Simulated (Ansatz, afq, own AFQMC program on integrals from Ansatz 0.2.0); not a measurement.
# Atomization energy of SiGeH₂, singlet

| atom | x (Å) | y (Å) | z (Å) |
| --- | --- | --- | --- |
| Si | 0.0000 | -0.0039 | 1.5661 |
| Ge | 0.0000 | -0.0238 | -0.5845 |
| H | 0.0000 | 1.3266 | 0.5226 |
| H | 0.0000 | 0.5003 | -2.0341 |

Connectivity, by distances: Si–GeH, 1 bridging H.

Atoms in their ground-state spins without spin–orbit coupling (mostly on UHF) minus the molecule (RHF), without zero-point energy. The geometry is a stationary point, not shown to be a minimum.

Basis cc-pVTZ. Noble-gas cores (and the filled d shells of Ga–Kr and In–Xe) are frozen. Ansatz 0.2.0 and our own AFQMC program on the same integrals; the CISD trial comes from CCSD amplitudes, and released means the phaseless constraint is let go. Uncertainties: one standard error, sampling alone. No spin–orbit coupling. The errors of all members are added in quadrature.

No full CI on the walks' own integrals is used here; CCSDT(Q) serves as the reference and is uncertain by about the last step of the cluster series. Each member takes its own surest rung, up to full CI.

Errors are counted within cc-pVTZ, not against nature.

Cautions: inner d shell frozen; no relativity below Rb; no spin-orbit coupling; SiGeH₂ (singlet): higher spins were not checked, restricted determinant unstable towards unrestricted (UHF 61 meV lower, ⟨S²⟩ 0.35), (T) is large, 6 % of the CCSD correlation, its ph-AFQMC/CISD value lies 29 ± 5 meV above CCSDT(Q).

```csv
level,atomization energy (kcal/mol)
MP2,194.5
CCSD,191.0
```

Task: From these cheaper values, estimate the atomization energy at the reference level in cc-pVTZ.

Result: 198.8 kcal/mol (CCSDT(Q) in cc-pVTZ).

| level | atomization energy (kcal/mol) | error against CCSDT(Q) (kcal/mol) |
| --- | --- | --- |
| HF | 120.0 | -78.8 |
| CCSD(T) | 198.0 | -0.7 |
| CCSDT | 198.0 | -0.8 |
| ph-AFQMC/HF | 202.5 ± 0.7 | 3.7 ± 0.7 |
| ph-AFQMC/CISD | 198.4 ± 0.1 | -0.3 ± 0.1 |
| released AFQMC | 198.7 ± 0.09 | -0.1 ± 0.09 |

Correlation beyond CCSD(T) adds 0.7 kcal/mol. The perturbative (T) step is worth +7.0 kcal/mol.

A walk keeps the symmetry of its determinant, which the program's search chose and which needn't be the lowest solution, so a lower state of the same spin and another symmetry isn't excluded. Released energies are given only where the last usable release times agree within the noise; a slower fall can still hide under it.
